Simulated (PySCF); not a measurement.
```xyz
5
charge 0 multiplicity 2, angstrom
P     0.0000    0.0000   -0.5523
O     1.2740    0.1340    0.4663
O    -1.2740   -0.1340    0.4663
H     1.3628   -0.5986    1.0874
H    -1.3628    0.5986    1.0874
```

Computed with PySCF, UPBE0, basis P def2-TZVP, O def2-TZVP, H def2-TZVP (no relativity, density fitting).

This geometry of P(OH)2 is a stationary point at this level.

Problem. What is the point group?

Solution. C2.

Problem. Is it a minimum?

Solution. Yes: all harmonic wavenumbers are real.

Problem. Which band is strongest in the infrared?

Solution. 834 cm⁻¹ (b), 277 km/mol.

Problem. Give the atomic charges and bond orders.

Solution. 
| atom | Mulliken | Löwdin | polar tensor | spin (Mulliken) | Mayer order to P1 |
| --- | --- | --- | --- | --- | --- |
| P1 | 0.32 | 0.16 | 0.89 | 0.92 | – |
| O2,3 | -0.48 | -0.23 | -0.73 | 0.03 | 1.09 |
| H4,5 | 0.32 | 0.15 | 0.28 | 0.01 | 0.05 |
Other Mayer orders above 0.3: O–H 0.87 (×2).

Only a few start shapes were tried, so a lower isomer may exist.
